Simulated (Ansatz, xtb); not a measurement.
**Ranking isomers of C3H7FO**

5 gas-phase structures of C3H7FO, from a drawn sample of its isomers (lower ones may exist). Each was relaxed with GFN2-xTB; where two conformers were screened, the lower at r2SCAN-D4/def2-SVP//GFN2-xTB is listed:

A. `OCCCF`, a singlet
B. `CC(C)(O)F`, a singlet
C. `C[C@@H](O)CF`, a singlet
D. `CC[C@@H](O)F`, a singlet
E. `C[C@@H](F)CO`, a singlet

**Question.** Make a reasoned guess at their ranking by r2SCAN-D4/def2-SVP//GFN2-xTB single-point energy.

**Answer.** Calculated order at r2SCAN-D4/def2-SVP//GFN2-xTB: B (0.0), D (5.9), E (14.3), C (15.8), A (18.9) kcal/mol.

Energies above the lowest of each column, in kcal/mol; the last columns are at r2SCAN-D4/def2-SVP geometries:

```csv
structure,GFN2-xTB,HF/STO-3G,r2SCAN-D4/def2-SVP//GFN2-xTB,r2SCAN-D4/def2-SVP,CCSD(T)/def2-SVP + ΔMP2/def2-TZVPP
B,0.0,0.0,0.0,0.0,0.0
D,4.5,3.9,5.9,5.6,5.2
E,10.7,10.0,14.3,14.2,12.8
C,11.0,10.7,15.8,15.3,13.0
A,12.6,12.2,18.9,18.5,16.7
```

Every level run on B puts it lowest or level with the lowest. Flexible structures stand in one conformer each, not always the lowest. ΔMP2 is the change of the MP2 energy from the smaller to the larger basis.

Over these structures GFN2-xTB departs from r2SCAN-D4/def2-SVP//GFN2-xTB by 2.0 kcal/mol on average once a common shift is removed. A GFN2-xTB relaxation took about 0.16 s and the r2SCAN-D4/def2-SVP//GFN2-xTB energy about 2.7 s on a shared host (Ansatz 0.2.0, xtb 6.7.1).
